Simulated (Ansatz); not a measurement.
Geometry optimisation, RKS PBE0-D4/def2-SVP (Ansatz).

Input:

```yaml
crystal:
  periodic: [false, false, false]
  atoms:
    - { symbol: Al, position_ang: [-0.389948, -1.057005, -0.874852] }
    - { symbol: "N", position_ang: [1.276909, -0.151564, 1.583371] }
    - { symbol: H, position_ang: [0.92523, -0.074086, 2.535641] }
    - { symbol: H, position_ang: [2.266924, 0.084404, 1.607235] }
    - { symbol: H, position_ang: [0.796779, 0.575162, 1.018795] }
    - { symbol: F, position_ang: [-0.453293, 0.623089, -0.62879] }
basis:
  gaussian: { orbitals: def2-SVP }
hamiltonian:
  xc: pbe0
  dispersion: d4
relax:
  f_tol: 0.03
  max_steps: 50
```

Command:

```bash
$ ansatz run input.yaml --threads 1 --pin off --max-ram 2048MiB --backend cpu --events-out ev --progress --plain --runs-dir out
```

Question: Where does it end, and by what steps?

Answer: The run converged. After 8 steps the energy has fallen by 0.336 eV; Al1 moved furthest, 0.65 Å. Joined: Al1–N2 (3.11 → 2.28 Å).

```csv
step,energy less start (eV),largest force component (eV/Å),accepted
0,0.0000,0.711,yes
1,-0.1162,0.496,yes
2,-0.2096,0.810,yes
3,-0.2922,0.819,yes
4,-0.3115,0.511,yes
5,-0.3307,0.150,yes
6,-0.3355,0.190,yes
7,-0.3357,0.036,yes
8,-0.3364,0.006,yes
```

```xyz
6
Properties=species:S:1:pos:R:3
Al -0.019 -1.030 -0.346
N 1.107 -0.049 1.374
H 0.795 -0.300 2.313
H 2.123 -0.145 1.359
H 0.874 0.933 1.210
F -0.458 0.590 -0.669
```

Whether the end is a true minimum wasn't checked by a vibrational analysis.

The run took 8.2 s on 1 thread of Intel(R) Xeon(R) 6975P-C (Granite Rapids), with other jobs on the host, peak memory 0.14 GiB.
